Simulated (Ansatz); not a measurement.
# HS− (hydrosulfide): levels of theory compared

We compute a comparison of 6 runs (SVWN5/3-21G, UPBE/3-21G, wB97M-V/3-21G, UPBE0/cc-pVDZ, MP2/3-21G, UMP2/cc-pVDZ) of HS− (hydrosulfide). 

The results are computed with Ansatz 0.2.0.

3 further runs of the same task are left out: 2 that didn't finish, 1 set aside as unsound or not needed.

### Step 1. The structure to begin with

HS−: 2 atoms, total charge -1, spin state singlet. SMILES: `[SH-]`. The H2–S1 distance was set to 3.365 Å, away from the relaxed value.

### Step 2. A single-point energy at SVWN5/3-21G (run 1)

Contents of job.yaml:

```yaml
crystal:
  periodic: [false, false, false]
  atoms:
    - {symbol: S, position_ang: [2.298785, -0.751595, 1.181992]}
    - {symbol: H, position_ang: [-0.574700, 0.187900, -0.295500]}
basis:
  gaussian: {orbitals: 3-21G.json}
total_charge: -1
hamiltonian: {xc: {name: SVWN5}}
accuracy: high
```

The basis set 3-21G is read from a file made from the Basis Set Exchange's data (not shown).

On the command line:

```bash
$ ansatz run job.yaml --threads 1 --pin off --max-ram 2610MiB --events-out events.jsonl --progress --plain --runs-dir runs
```

Log:

```text
Warning: RAYON_NUM_THREADS=1 ignored (pool sized by the plan → 1); use --threads N
Functional definition: SVWN5
  name "SVWN5"
  exchange = slater_x
  correlation = vwn5_c
258 factors; integrals over basis functions are off by at most 5.2e-9 eV
mean field evaluation 1: about -10750.1888 eV, gradient 2.8e1 eV
mean field evaluation 2: about -10734.0711 eV, gradient 5.9e1 eV
mean field evaluation 4: about -10749.4909 eV, gradient 2.2e1 eV
mean field evaluation 8: about -10756.2859 eV, gradient 1.7e-4 eV
mean field evaluation 16: about -10750.3772 eV, gradient 1.5e1 eV
mean field -10756.28592142 eV, -395.2862167397 hartree, gradient 4.6e-8 eV, S^2 0.000000; 1 other end points of the search recorded, 0 dependent functions left out
reference -10756.28592318 eV, -395.2862168043 hartree; 9, 9 occupied and 6, 6 virtual orbitals, 258 factors
Total energy: -10756.28592318 eV, -395.2862168043 hartree
```

It took 0.26 s on 1 thread of Arm Neoverse V2, shared host.

### Step 3. The energy at UPBE/3-21G (run 2)

Contents of molecule.yaml:

```yaml
crystal:
  periodic: [false, false, false]
  atoms:
    - symbol: S
      position_ang: [2.298785, -0.751595, 1.181992]
    - symbol: H
      position_ang: [-0.574700, 0.187900, -0.295500]
basis:
  gaussian:
    orbitals: 3-21G.json
magnetization:
  spin_polarized: true
  initial_magnetization: 0
hamiltonian:
  xc: {name: PBE}
total_charge: -1
accuracy: high
```

The basis set 3-21G is read from a file made from the Basis Set Exchange's data (not shown).

On the command line:

```bash
$ ansatz run molecule.yaml --threads 1 --pin off --max-ram 2610MiB --events-out events.jsonl --progress --plain --runs-dir runs
```

Log, cut to the lines that bear on the results:

```text
Warning: RAYON_NUM_THREADS=1 ignored (pool sized by the plan → 1); use --threads N
Functional definition: PBE
  name "PBE"
[...]
258 factors; integrals over basis functions are off by at most 5.2e-9 eV
[...]
mean field -10789.81262233 eV, -396.5183002730 hartree, gradient 9.8e-8 eV, S^2 0.966842; 15 other end points of the search recorded, 0 dependent functions left out
reference -10789.81262421 eV, -396.5183003421 hartree; 9, 9 occupied and 6, 6 virtual orbitals, 258 factors
Total energy: -10789.81262421 eV, -396.5183003421 hartree
```

It took 3.3 s on 1 thread of Arm Neoverse V2, shared host.

Runs 3 to 5 aren't shown in full; the table further down has their settings and results.

### Step 4. The energy at UMP2/cc-pVDZ (run 6)

Contents of in.yaml:

```yaml
crystal:
  periodic: [false, false, false]
  atoms:
    - {symbol: S, position_ang: [2.298785, -0.751595, 1.181992]}
    - {symbol: H, position_ang: [-0.574700, 0.187900, -0.295500]}
basis:
  gaussian:
    orbitals: cc-pVDZ
total_charge: -1
magnetization:
  spin_polarized: true
correlation:
  method: mp2
  frozen_orbitals: {H: 0, S: 5}
accuracy: high
```

On the command line:

```bash
$ ansatz run in.yaml --threads 1 --pin off --max-ram 2610MiB --events-out events.jsonl --progress --plain --runs-dir runs
```

Log, cut to the lines that bear on the results:

```text
Warning: RAYON_NUM_THREADS=1 ignored (pool sized by the plan → 1); use --threads N
Functional definition: HF
  name "HF"
[...]
381 factors; integrals over basis functions are off by at most 4.1e-9 eV
[...]
mean field -10830.34670522 eV, -398.0079003442 hartree, gradient 2.3e-8 eV, S^2 0.994596; 20 other end points of the search recorded, 0 dependent functions left out
5 core orbitals not correlated: weight in the atoms' cores, before any rotation towards them, 1.000 or more for the frozen orbitals, at most 0.000 for the correlated occupied ones
reference -10830.34670522 eV, -398.0079003442 hartree; 4, 4 occupied and 14, 14 virtual orbitals, 381 factors
second order -2.82252281 eV of doubles, -0.00000000 eV of singles
Total energy: -10833.16922803 eV, -398.1116261444 hartree
```

Wall time 0.84 s (1 thread of Arm Neoverse V2, shared host).

### Step 5. The series

| run | level | frozen core orbitals | energy (Eh) | wall time |
| --- | --- | --- | --- | --- |
| 1 | SVWN5/3-21G | – | -395.286217 | 0.26 s |
| 2 | UPBE/3-21G | – | -396.518300 | 3.3 s |
| 3 | wB97M-V/3-21G | – | -396.621543 | 3.9 s |
| 4 | UPBE0/cc-pVDZ | – | -398.526838 | 8.7 s |
| 5 | MP2/3-21G | 5 | -396.041980 | 0.1 s |
| 6 | UMP2/cc-pVDZ | 5 | -398.111626 | 0.84 s |

### Step 6. Results

| quantity | value |
| --- | --- |
| run 6: total energy | -398.11163 Eh |
| run 6: correlation energy (5 core orbitals frozen) | -103.7 mEh |
| run 6: ⟨S²⟩ of the reference determinant | 0.995 |

Totals of different functionals can't be ranked against each other. In run 5 the log says that unrestricted orbitals would lower the reference, so the values rest on an unstable closed-shell determinant (other closed-shell runs at this shape may share the fault). Spin contamination of the reference: run 4 ⟨S²⟩ = 1.01, run 6 ⟨S²⟩ = 0.99, run 2 ⟨S²⟩ = 0.97. Where it is this large, the reference is a mixture of spin states, and values that rest on it are in doubt. All runs together took 17 s, the longest 8.7 s.
